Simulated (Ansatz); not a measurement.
Cost and result for the atomization energy of HNOS, SMILES `N=S=O` (4 atoms, 3 bonds).

The species carries charge 0 and has multiplicity 1. The geometry is a stationary point of PBE0-D4/def2-TZVP. It is one conformer, not always the lowest. Program: Ansatz. Hardware: A = 2 threads of an AMD EPYC 7R13 on a shared host; B = 2 threads of an AMD EPYC 7R13 on a shared host and a share of an NVIDIA H100 80 GB. Times are those of one run each, without the atoms' runs, and a repeat can differ threefold. Electronic energies, without spin–orbit coupling; frozen cores. CCSD(T)/CBS extrapolates def2-TZVPP and def2-QZVPP, and its time is that of the two runs behind it. T1 = 0.020; the RHF reference is unstable towards UHF.

CCSD(T)/CBS is a level of theory with its own doubt, some kJ/mol a heavy atom from the limit and from the frozen cores, so smaller differences don't rank the functionals.

| level | functions | wall time |
| --- | --- | --- |
| LDA (SPW92)/def2-TZVPP [A] | 118 | 0.5 s |
| BLYP-D4/def2-TZVPP [A] | 118 | 0.65 s |
| CCSD(T)/def2-SVP [A] | 51 | 0.65 s |
| revPBE-D4/def2-TZVPP [A] | 118 | 0.71 s |
| PBE-D4/def2-TZVPP (with forces) [A] | 118 | 0.85 s |
| CAM-B3LYP-D4/def2-TZVPP [A] | 118 | 0.9 s |
| r2SCANh-D4/def2-TZVPP [A] | 118 | 1.2 s |
| r2SCAN-D4/def2-TZVPP (with forces) [A] | 118 | 1.4 s |
| B2PLYP/def2-TZVPP [A] | 118 | 1.4 s |
| B97M-V/def2-TZVPP [A] | 118 | 2.2 s |
| CCSD(T)/def2-QZVPP [B] | 214 | 3 s |
| CCSD(T)/def2-TZVPP [A] | 118 | 5.5 s |
| CCSD(T)/CBS(def2) | – | 8.5 s |

What atomization energy does each give, and how far from CCSD(T)/CBS? (Best estimate.)

Ansatz gave: 
```csv
level,atomization (kcal/mol),difference from CCSD(T)/CBS,per bond
LDA (SPW92)/def2-TZVPP [A],392.9,83.8,27.9
BLYP-D4/def2-TZVPP [A],323.1,14.0,4.7
CCSD(T)/def2-SVP [A],251.0,-58.1,-19.4
revPBE-D4/def2-TZVPP [A],320.3,11.2,3.7
PBE-D4/def2-TZVPP (with forces) [A],334.8,25.7,8.6
CAM-B3LYP-D4/def2-TZVPP [A],307.3,-1.8,-0.6
r2SCANh-D4/def2-TZVPP [A],303.1,-6.0,-2.0
r2SCAN-D4/def2-TZVPP (with forces) [A],311.8,2.7,0.9
B2PLYP/def2-TZVPP [A],306.1,-3.0,-1.0
B97M-V/def2-TZVPP [A],311.2,2.1,0.7
CCSD(T)/def2-QZVPP [B],302.1,-7.0,-2.3
CCSD(T)/def2-TZVPP [A],290.9,-18.2,-6.1
CCSD(T)/CBS(def2),309.1,0.0,0.0
```

At CCSD(T), def2-SVP lies −58.1 kcal/mol from the extrapolated value and def2-TZVPP −18.2 kcal/mol: correlation converges slowly with the basis, and small sets miss more of it in the bonded molecule than in its fragments. In def2-TZVPP, CCSD(T) changes the Hartree–Fock value by +152.8 kcal/mol (the triples alone add +14.7 kcal/mol) and MP2 by +172.0 kcal/mol; breaking electron pairs costs correlation energy, which Hartree–Fock lacks. Leaving LDA and LC-ωPBE aside and taking each functional with its dispersion term where it has one, the values, not all of them listed here, spread over 59.2 kcal/mol, from BHLYP-D4 to PBE-D4. LDA lies +59.4 kcal/mol from PBE without D4, its usual overbinding.
